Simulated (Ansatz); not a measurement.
## Worked example: correlation energy of [H···H···Br], doublet

Geometry: a point of a hydrogen-transfer path between rigid fragments, not a stationary point.

```yaml
atoms:
  - { symbol: H, position_ang: [0.0000, 0.0000, -1.1907] }
  - { symbol: H, position_ang: [0.0000, 0.0000, -0.4977] }
  - { symbol: Br, position_ang: [0.0000, 0.0000, 1.6883] }
```

Basis cc-pVTZ; Ansatz 0.2.0. Correlated methods freeze the noble-gas cores and the filled d shells of p-block atoms, which leaves 9 electrons in 57 orbitals. Prefix R: restricted or restricted open-shell reference; prefix U: unrestricted. No spin–orbit coupling is included, and no scalar relativity.

Full CI isn't at hand for all of this; UCCSDT(Q) serves as the reference, and is uncertain by about the last step of the cluster series.

Runs differ by some tens of microhartree through their thresholds and, for an open shell, their frozen cores, so steps under 0.03 kcal/mol mean nothing.

```tsv
level	total energy (hartree)
UHF	-2573.566620
UMP2	-2573.736378
UCCSD	-2573.763009
UCCSD(T)	-2573.768014
UCCSDT	-2573.768609
UCCSDT(Q)	-2573.768735
```

Q: What is the correlation energy at UCCSDT(Q), and what share of it do UMP2 and UCCSD(T) recover?

A: E(corr) = -2573.768735 − (-2573.566620) = -0.202115 hartree = -5.500 eV. UMP2: -0.169758 / -0.202115 = 83.99 %. UCCSD(T): -0.201394 / -0.202115 = 99.64 %.

Q: By how many kcal/mol does UCCSD(T) miss UCCSDT(Q) (1 hartree = 627.509 kcal/mol), and which steps make up the rest?

A: -2573.768014 − (-2573.768735) = 0.000721 hartree = 0.45 kcal/mol. Steps: UCCSDT − UCCSD(T) = -0.37, UCCSDT(Q) − UCCSDT = -0.08 kcal/mol. That is within 1 kcal/mol of the reference in this basis, which itself misses far more of the correlation at the basis-set limit.
